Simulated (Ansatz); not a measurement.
**H2O (water): levels of theory compared**

Wanted: a comparison of 4 runs (HF/STO-3G, HF/3-21G, B3LYP/6-31G*, MRCISD+Q(relaxed)(2,5)/6-31++G**) of H2O (water). 

The calculation is run with Ansatz 0.2.0.

7 further runs of the same task are left out: 3 for a known fault of the program, 2 that didn't finish, 2 set aside as unsound or not needed.

## (1) The structure to begin with

H2O: 3 atoms, total charge 0, spin state singlet. As SMILES, `O`. Geometry: relaxed at PBE0-D4/def2-TZVP.

Bond lengths: O1–H2 0.960 Å, O1–H3 0.960 Å. Angles: H2–O1–H3 105.1°.

## (2) Energy and forces at HF/STO-3G (run 1)

Contents of in.yaml:

```yaml
crystal:
  periodic: [false, false, false]
  atoms:
    - symbol: O
      position_ang: [-0.302700, 0.200200, -0.140600]
    - symbol: H
      position_ang: [0.466500, 0.548400, 0.315300]
    - symbol: H
      position_ang: [-0.163800, -0.748600, -0.174700]
basis:
  gaussian: {orbitals: STO-3G}
magnetization: {spin_polarized: false, initial_magnetization: 0}
hamiltonian: {xc: hf}
accuracy: high
output: {forces: true, orbitals: {seedname: orbitals}}
```

Command:

```console
$ ansatz run in.yaml --threads 1 --pin off --max-ram 2610MiB --events-out events.jsonl --progress --plain --runs-dir runs
```

What it wrote:

```text
Warning: RAYON_NUM_THREADS=1 ignored (pool sized by the plan → 1); use --threads N
Functional definition: HF
  name "HF"
  exchange = exact_x
  correlation = 0
92 factors; integrals over basis functions are off by at most 3.2e-8 eV
mean field evaluation 1: about -2038.7637 eV, gradient 1.8e1 eV
mean field evaluation 2: about -2038.7850 eV, gradient 1.8e1 eV
mean field evaluation 4: about -2039.8494 eV, gradient 4.3e-1 eV
mean field evaluation 8: about -2039.8491 eV, gradient 2.8e-5 eV
mean field -2039.84910538 eV, -74.9630719635 hartree, gradient 5.3e-8 eV, S^2 0.000000; 0 other end points of the search recorded, 0 dependent functions left out
the calculation of the forces begins
reference -2039.84910538 eV, -74.9630719635 hartree; 5, 5 occupied and 2, 2 virtual orbitals, 92 factors
Total energy: -2039.84910538 eV, -74.9630719635 hartree
Atom 0 at    -0.302700     0.200200    -0.140600 Å, force    -2.412829     1.598762    -1.120385 eV/Å
Atom 1 at     0.466500     0.548400     0.315300 Å, force     1.642497     0.100104     0.899452 eV/Å
Atom 2 at    -0.163800    -0.748600    -0.174700 Å, force     0.770331    -1.698865     0.220932 eV/Å
Dipole moment:     0.278387    -0.184136     0.129305 e Å
```

Run time: 0.04 s. Hardware: 1 thread of Arm Neoverse V2, shared host.

## (3) Energy and forces at HF/3-21G (run 2)

Contents of job.yaml:

```yaml
crystal:
  periodic: [false, false, false]
  atoms:
    - symbol: O
      position_ang: [-0.302700, 0.200200, -0.140600]
    - symbol: H
      position_ang: [0.466500, 0.548400, 0.315300]
    - symbol: H
      position_ang: [-0.163800, -0.748600, -0.174700]
basis:
  gaussian:
    orbitals: 3-21G.json
hamiltonian:
  xc: hf
accuracy: high
output: {forces: true, orbitals: {seedname: orbitals}}
```

The basis set 3-21G is read from a file made from the Basis Set Exchange's data (not shown).

Command:

```console
$ ansatz run job.yaml --threads 1 --pin off --max-ram 2610MiB --events-out events.jsonl --progress --plain --runs-dir runs
```

What it wrote, cut to the lines that bear on the results:

```text
Warning: RAYON_NUM_THREADS=1 ignored (pool sized by the plan → 1); use --threads N
[... 2 set-up lines as earlier in the session ...]
[...]
190 factors; integrals over basis functions are off by at most 5.7e-9 eV
[...]
mean field -2056.78883653 eV, -75.5855956010 hartree, gradient 3.0e-8 eV, S^2 0.000000; 0 other end points of the search recorded, 0 dependent functions left out
[...]
reference -2056.78883653 eV, -75.5855956010 hartree; 5, 5 occupied and 8, 8 virtual orbitals, 190 factors
Total energy: -2056.78883653 eV, -75.5855956010 hartree
Atom 0 at    -0.302700     0.200200    -0.140600 Å, force    -0.087933     0.060223    -0.040606 eV/Å
Atom 1 at     0.466500     0.548400     0.315300 Å, force     0.276808     0.450507     0.201487 eV/Å
Atom 2 at    -0.163800    -0.748600    -0.174700 Å, force    -0.188875    -0.510730    -0.160881 eV/Å
Dipole moment:     0.393017    -0.259948     0.182549 e Å
```

Wall time 0.06 s (1 thread of Arm Neoverse V2, shared host).

Run 3 isn't shown in full; the table further down has it.

## (4) A single-point energy at MRCISD+Q(relaxed)(2,5)/6-31++G(d,p) (spherical functions) (run 4)

Contents of run.yaml:

```yaml
crystal:
  periodic: [false, false, false]
  atoms:
    - {symbol: O, position_ang: [-0.302700, 0.200200, -0.140600]}
    - {symbol: H, position_ang: [0.466500, 0.548400, 0.315300]}
    - {symbol: H, position_ang: [-0.163800, -0.748600, -0.174700]}
basis:
  gaussian:
    orbitals: 6-31++G_st__st_-spherical.json
hamiltonian:
  pseudopotentials: {relativity: none}
correlation:
  method: fic_mrcisd_q_relaxed
  active_space: {window: {electrons: 2, orbitals: 5}, shells: [{species: O, l: p, shell: 2}]}
  electrons: outside_noble_gas
output: {orbitals: {seedname: orbitals}}
```

The basis set 6-31++G** is read from a file made from the Basis Set Exchange's data (not shown).

Command:

```console
$ ansatz run run.yaml --threads 1 --pin off --max-ram 2610MiB --events-out events.jsonl --progress --plain --runs-dir runs
```

What it wrote, cut to the lines that bear on the results:

```text
Warning: RAYON_NUM_THREADS=1 ignored (pool sized by the plan → 1); use --threads N
[... 2 set-up lines as earlier in the session ...]
[...]
482 factors; integrals over basis functions are off by at most 2.4e-7 eV
[...]
mean field -2068.89256624 eV, -76.0303994634 hartree, gradient 2.4e-6 eV, S^2 0.000000; 0 other end points of the search recorded, 0 dependent functions left out
reference -2068.89256624 eV, -76.0303994634 hartree; 5, 5 occupied and 25, 25 virtual orbitals, 482 factors
state -2069.05681609 eV, -76.0364355341 hartree
contracted CI cycle   1: correlation 0.00000000 eV, 0.0000000000 hartree, residual 2.46e1 eV
contracted CI cycle   2: correlation -4.87445359 eV, -0.1791328652 hartree, residual 5.95e0 eV
contracted CI cycle   3: correlation -5.24020098 eV, -0.1925738339 hartree, residual 1.99e0 eV
contracted CI cycle   4: correlation -5.29041535 eV, -0.1944191781 hartree, residual 8.50e-1 eV
contracted CI cycle   5: correlation -5.29944761 eV, -0.1947511074 hartree, residual 2.89e-1 eV
contracted CI cycle   6: correlation -5.30042375 eV, -0.1947869802 hartree, residual 1.01e-1 eV
contracted CI cycle   7: correlation -5.30055920 eV, -0.1947919579 hartree, residual 4.02e-2 eV
contracted CI cycle   8: correlation -5.30058094 eV, -0.1947927568 hartree, residual 1.72e-2 eV
contracted CI cycle   9: correlation -5.30058492 eV, -0.1947929029 hartree, residual 7.36e-3 eV
contracted CI cycle  10: correlation -5.30058565 eV, -0.1947929297 hartree, residual 3.55e-3 eV
contracted CI cycle  11: correlation -5.30058582 eV, -0.1947929360 hartree, residual 1.47e-3 eV
contracted CI cycle  12: correlation -5.30058585 eV, -0.1947929371 hartree, residual 5.61e-4 eV
state -2069.05681609 eV, -76.0364355341 hartree; corrected -2074.64763959 eV, -76.2418945083 hartree
Total energy: -2074.64763959 eV, -76.2418945083 hartree
Checks for a lower state left out: starts, orbital_swaps
```

It took 1.1 s on 1 thread of Arm Neoverse V2, shared host.

## (5) The series

| run | level | task | accuracy | energy (Eh) | dipole moment (D) | HOMO energy (eV) | LUMO energy (eV) | wall time |
| --- | --- | --- | --- | --- | --- | --- | --- | --- |
| 1 | HF/STO-3G | gradient | high | -74.963072 | 1.72 | -10.63 | 16.39 | 0.04 s |
| 2 | HF/3-21G | gradient | high | -75.585596 | 2.43 | -13.04 | 7.16 | 0.06 s |
| 3 | B3LYP/6-31G* (spherical functions) | gradient | high | -76.406855 | 2.07 | -7.90 | 1.85 | 0.48 s |
| 4 | MRCISD+Q(relaxed)(2,5)/6-31++G** (spherical functions) | energy | medium | -76.241895 | – | – | – | 1.1 s |

## (6) Outcome

| quantity | value |
| --- | --- |
| run 4: total energy | -76.24189 Eh |

Over runs 1, 2, 3 the dipole moment (its size) runs from 1.72 D (HF/STO-3G) to 2.43 D (HF/3-21G). Over runs 1, 2, 3 the HOMO–LUMO gap runs from 9.76 eV (B3LYP/6-31G*) to 27.02 eV (HF/STO-3G). The two ends differ in method and basis. In run 1 the basis is minimal, so the values are rough. All runs together took 1.7 s, the longest 1.1 s.
